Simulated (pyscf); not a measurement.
# Four-centre exchange: H₃Ge–SnH₃ (SMILES [GeH3][SnH3]) + HCl (SMILES Cl) → Cl–SnH₂–GeH₃ (SMILES [Cl][SnH2][GeH3]) + H₂ (SMILES [H][H])

Gas phase, singlet surface, charge 0. Bonds broken: Sn1–H3, Cl9–H10. Bonds formed: Sn1–Cl9, H3–H10. Structures and frequencies: ωB97X-D3(BJ)/def2-SVP in PySCF.

Transition state (Å):

```xyz
10

Sn    -0.8626    -0.4305    -0.5399
Ge    -0.6704    -2.2314     1.3052
H     -1.2042     0.8148     0.9763
H     -2.3531    -0.4565    -1.3486
H      0.5402    -0.4825    -1.5004
H     -0.4775    -3.6215     0.6754
H     -1.9392    -2.2384     2.1701
H      0.5421    -1.9171     2.1936
Cl    -0.6275     2.3052    -1.0174
H     -1.0348     1.5386     0.3765
```

One imaginary mode, 1154i cm⁻¹; descent along it reached the two sides named.

```json
[
 {"bond": "Sn1–H3", "change": "breaks", "reactant side (Å)": "1.714", "saddle": "1.992", "product side": "4.5"},
 {"bond": "Cl9–H10", "change": "breaks", "reactant side (Å)": "1.284", "saddle": "1.642", "product side": "2.9"},
 {"bond": "Sn1–Cl9", "change": "forms", "reactant side (Å)": "3.7", "saddle": "2.8", "product side": "2.362"},
 {"bond": "H3–H10", "change": "forms", "reactant side (Å)": "2.532", "saddle": "0.955", "product side": "0.761"}
]
```

Electronic energies relative to the separated reactants (kJ/mol):

| level | barrier | reaction energy | reverse barrier |
|---|---|---|---|
| ωB97X-D3(BJ)/def2-TZVP | 115.5 | -87.0 | 202.6 |
| PBE/def2-TZVP | 94.3 | -71.5 | 165.8 |
| r²SCAN/def2-TZVP | 99.7 | -78.2 | 177.8 |
| B3LYP-D3(BJ)/def2-TZVP | 108.4 | -78.7 | 187.1 |
| PBE0-D3(BJ)/def2-TZVP | 105.4 | -72.8 | 178.1 |
| M06-2X/def2-TZVP | 104.6 | -93.9 | 198.5 |
| ωB97M-D3(BJ)/def2-TZVP | 126.5 | -69.5 | 196.0 |
| HF/def2-TZVP | 182.0 | -69.4 | 251.4 |

With ωB97M-D3(BJ)/def2-TZVP energies and thermal terms (ideal gas, 1 atm, RRHO with modes under 100 cm⁻¹ raised to 100, one conformer, R ln 2 for chiral ones without a mode under 150 cm⁻¹), in kJ/mol:

| T (K) | ΔH‡ | ΔG‡ | ΔH | ΔG |
|---|---|---|---|---|
| 298 | 123.2 | 162.0 | -72.0 | -67.3 |
| 600 | 123.1 | 201.4 | -69.1 | -63.8 |
| 900 | 124.5 | 240.3 | -67.4 | -61.5 |
| 1200 | 126.3 | 278.7 | -66.6 | -59.7 |

One saddle was located; it need not be the lowest between these sides. Elements up to Kr have no core potential and no relativistic terms here. Elements past Kr carry the def2 core potentials, without spin-orbit coupling.
